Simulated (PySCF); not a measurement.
AlCl3.NH3, optimised at B3LYP/6-31G*:

```xyz
8

N     -0.0116     0.0301    -0.0409
Al    -0.0180     0.8349    -1.9035
Cl     2.0717     1.0317    -2.2646
Cl    -1.0972     2.6385    -1.5592
Cl    -1.0320    -0.6861    -2.9964
H      0.4796    -0.8665    -0.0280
H      0.4529     0.6495     0.6269
H     -0.9640    -0.1315     0.2944
```

Method: PySCF energies (xtb for GFN2) plus ideal-gas RRHO corrections (1 bar). 6-31G* has spherical d functions here. All species are closed-shell singlets. B3LYP is the form with VWN-RPA correlation. Adducts (AlCl3.NH3) have no counterpoise correction, and HF, PBE, BLYP, B3LYP and PBE0 lack dispersion.

Q: List the harmonic frequencies (cm⁻¹, unscaled) at this level and at the other levels, each on its own geometry.

A: 
- B3LYP/6-31G*: 48, 118, 118, 157, 157, 190, 367, 485, 541, 541, 734, 734, 1353, 1689, 1690, 3437, 3551, 3552
- GFN2-xTB: 95, 95, 100, 124, 124, 183, 323, 378, 434, 435, 571, 572, 1220, 1477, 1477, 3391, 3398, 3398
- HF/6-31G*: 80, 128, 128, 170, 170, 203, 387, 500, 564, 564, 786, 786, 1487, 1819, 1819, 3656, 3776, 3776
- PBE/def2-SVP: 113, 116, 117, 150, 150, 192, 366, 474, 525, 525, 660, 660, 1174, 1562, 1562, 3363, 3490, 3490
- PBE0/def2-TZVP: 80, 118, 118, 155, 155, 192, 375, 494, 544, 544, 714, 714, 1289, 1642, 1642, 3475, 3588, 3588
